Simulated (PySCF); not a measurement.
Method: delta-SCF UKS SCAN, pcX-2 on the ionised atom, pcseg-1 elsewhere, spin-free X2C in PySCF 2.14.0. Geometries: GFN2-xTB; isolated species, one conformer each. Values against the vacuum level.

Problem. Order these sites by rising C 1s binding energy.
A. C2 in `[O:1]=[C:2]1[CH2:3][CH2:4][CH2:5]1`
B. C4 in `[CH:1]1=[CH:2][O:3][CH2:4][CH2:5]1`
C. C2 in `[CH3:1][CH2:2][CH:3]=[C:4]=[O:5]`
D. C3 in `[N:1]#[C:2][C:3]1([S-:4])[CH2:5][CH2:6]1`
E. C1 in `[CH2:1]=[C:2]=[CH:3][O:4][CH3:5]`

Solution. D (287.30 eV), E (290.51 eV), C (291.27 eV), B (292.25 eV), A (293.34 eV).

The highest is bonded to O (double bond) and 2 C, the lowest to S and 3 C in a species of charge -1; the range is 6.04 eV.

Problem. Rank by computed O 1s binding energy, lowest first.
A. Oxygen in `C1=COCC1`
B. Oxygen in `C(C)C=C=O`
C. Oxygen in `C1CC(C1)=O`

Solution. C (537.86 eV), A (538.68 eV), B (539.43 eV).

From the lowest up, the atoms are bonded to: C (double bond) (537.86); 2 C (538.68); C (double bond) (539.43).

The basis sets have no added diffuse functions, a weakness for anions.
